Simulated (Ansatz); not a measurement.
This geometry of CH$_{6}$BN (9 atoms, charge 0, multiplicity 1) is a first-order saddle point.

The calculation used RKS PBE/def2-SVP in Ansatz.

```xyz
9
Properties=species:S:1:pos:R:3
B -0.800 0.737 -0.803
N 0.519 0.509 -0.203
C 0.577 -0.773 0.519
H -1.818 0.788 -0.110
H -0.919 0.851 -2.015
H 0.693 1.259 0.485
H 0.504 -1.614 -0.201
H 1.558 -0.878 1.026
H -0.226 -0.926 1.286
```

**Question.** Which two structures does it join? (They come from a converged band through this point; their orientation in space is the band's.)

**Answer.** No bond is made or broken. The dihedral H4–B1–N2–C3 goes from 0 to 180°. The two ends are copies of one structure, up to a mirror image or an exchange of like atoms.

First end point:

```xyz
9
Properties=species:S:1:pos:R:3
B -0.810 0.745 -0.895
N 0.123 0.492 0.112
C 0.566 -0.800 0.607
H -1.344 -0.196 -1.456
H -1.063 1.901 -1.181
H 0.568 1.285 0.581
H 0.051 -1.603 0.046
H 1.662 -0.939 0.481
H 0.336 -0.932 1.687
```

Last end point:

```xyz
9
Properties=species:S:1:pos:R:3
B -0.810 0.745 -0.895
N 0.122 0.491 0.113
C 0.566 -0.800 0.607
H -1.062 1.902 -1.180
H -1.342 -0.196 -1.458
H 0.565 1.285 0.584
H 0.050 -1.603 0.047
H 1.662 -0.939 0.478
H 0.338 -0.932 1.687
```

**Question.** How far does it lie above each of them?

**Answer.** 36.9 kcal/mol above the first and 36.9 kcal/mol above the second. This is the barrier of this one path; another mechanism may lie lower.

Run time: 78 s on 1 CPU thread of a shared host.
